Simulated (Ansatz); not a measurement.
For La (model structure, started from the omega type, P6/mmm, No. 191, 3 atoms in the cell), PBEsol (PAW; Ansatz, a program for electronic structure) gives:

| Item | Result |
|---|---|
| lattice constant a | 5.799 Å |
| lattice parameter c | 3.524 Å |

Problem. What does PBE-D3(BJ) (plane waves, PAW; Ansatz) give for the same quantities?

Solution. 
- lattice constant a: 5.822 Å (increases by 0.4 %)
- lattice parameter c: 3.535 Å (grows by 0.3 %)

Changes are worked out from the printed values.

Unless a cell is named, each level is at its own relaxed cell (PBEsol 34.22, PBE-D3(BJ) 34.60 Å³/atom).

Ansatz's density-functional and Hartree–Fock values are scalar-relativistic unless marked +SOC, with PAW data made under PBE.

A model structure was made by putting elements into a prototype or built by hand; it is no filed structure, need not be a known phase, and can be a saddle point held by its symmetry.
